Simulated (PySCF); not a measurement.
Bonds broken one at a time in the series Al CH3-NH2. Gas-phase values, no solvent. Strings in code marks are SMILES.

Level of theory: TPSSh-D3(BJ)/def2-TZVP // B3LYP-D3(BJ)/def2-TZVP (PySCF 2.14.0). 

| species | dipole moment (D) |
|---|---|
| whole molecule (`[CH3][Al]([CH3])[CH3]`) | 0.00 |
| radical fragment (`[CH3]`) | 0.00 |
| radical fragment (`[CH3][Al][CH3]`) | ? |
| whole molecule (`[CH3][Al]([CH3])[NH2]`) | 0.71 |
| radical fragment (`[CH3][Al][NH2]`) | 0.88 |
| radical fragment (`[NH2]`) | 1.92 |
| whole molecule (`[CH3][Al]([NH2])[NH2]`) | 0.66 |
| whole molecule (`[NH2][Al]([NH2])[NH2]`) | ? |

Problem. Complete the blanks.

Solution. 
- radical fragment (`[CH3][Al][CH3]`), dipole moment (D): 0.38
- whole molecule (`[NH2][Al]([NH2])[NH2]`), dipole moment (D): 0.00
